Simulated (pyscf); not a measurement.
**Concerted two-bond exchange: SnH₂ [singlet] + H₂O → O=SnH₂ + H₂**

Gas phase, singlet surface, charge 0. Bonds broken: O4–H5, O4–H6. Bonds formed: Sn1–O4, H5–H6. Structures and frequencies: ωB97X-D3(BJ)/def2-SVP in PySCF.

Transition state (Å):

```xyz
6

Sn     1.1478     1.2820     0.0328
H      0.8155     1.8017    -1.5931
H      0.4493     2.5397     1.0059
O      0.2933    -0.4891     0.4345
H     -0.4421    -1.0962    -0.1656
H     -1.2471    -1.0663     0.3695
```

One imaginary mode, 1374i cm⁻¹; descent along it reached the two sides named, in the forms told below.

```tsv
bond	change	reactant side (Å)	saddle	product side
O4–H5	breaks	0.967	1.127	2.304
O4–H6	breaks	0.968	1.646	3.1
Sn1–O4	forms	2.449	2.007	1.836
H5–H6	forms	1.532	0.967	0.764
```

Electronic energies relative to the separated reactants (eV):

```json
[
 {"level": "ωB97X-D3(BJ)/def2-TZVP", "barrier": "3.69", "reaction energy": "+1.60", "reverse barrier": "2.09"},
 {"level": "PBE/def2-TZVP", "barrier": "2.63", "reaction energy": "+1.36", "reverse barrier": "1.27"},
 {"level": "r²SCAN/def2-TZVP", "barrier": "2.84", "reaction energy": "+1.41", "reverse barrier": "1.43"},
 {"level": "B3LYP-D3(BJ)/def2-TZVP", "barrier": "3.13", "reaction energy": "+1.61", "reverse barrier": "1.51"},
 {"level": "PBE0-D3(BJ)/def2-TZVP", "barrier": "3.23", "reaction energy": "+1.70", "reverse barrier": "1.53"},
 {"level": "M06-2X/def2-TZVP", "barrier": "3.62", "reaction energy": "+1.62", "reverse barrier": "2.00"},
 {"level": "ωB97M-D3(BJ)/def2-TZVP", "barrier": "3.70", "reaction energy": "+1.77", "reverse barrier": "1.93"},
 {"level": "HF/def2-TZVP", "barrier": "5.03", "reaction energy": "+2.36", "reverse barrier": "2.67"}
]
```

With ωB97M-D3(BJ)/def2-TZVP energies and thermal terms (ideal gas, 1 atm, RRHO with modes under 100 cm⁻¹ raised to 100, one conformer, R ln 2 for chiral ones without a mode under 150 cm⁻¹), in eV:

| T (K) | ΔH‡ | ΔG‡ | ΔH | ΔG |
|---|---|---|---|---|
| 298 | 3.48 | 3.87 | +1.59 | +1.68 |
| 600 | 3.50 | 4.27 | +1.63 | +1.75 |
| 900 | 3.55 | 4.65 | +1.67 | +1.80 |
| 1200 | 3.60 | 5.00 | +1.71 | +1.84 |

On the reactant side the descent ends in an adduct with a O–Sn contact, 0.69 eV under the separated species and 4.38 eV under the saddle at ωB97X-D3(BJ)/def2-TZVP. What is counted as formed (O–Sn) is already present as a longer contact in the reactant adduct; forming that adduct is a step of its own. The same reactants have a lower exit, to HO–SnH: [singlet] + H₂ (barrier +0.33 eV at ωB97M-D3(BJ)/def2-TZVP, against +3.70 eV here). O=SnH₂ lies 2.34 eV over its isomer HO–SnH: [singlet] (electronic energy, ωB97M-D3(BJ)/def2-TZVP). This is the saddle that the search found; another between the same sides may lie lower. A restricted solution here is unstable towards spin polarisation, so biradical character is likely and single-reference numbers are less safe. Elements past Kr carry the def2 core potentials, without spin-orbit coupling.
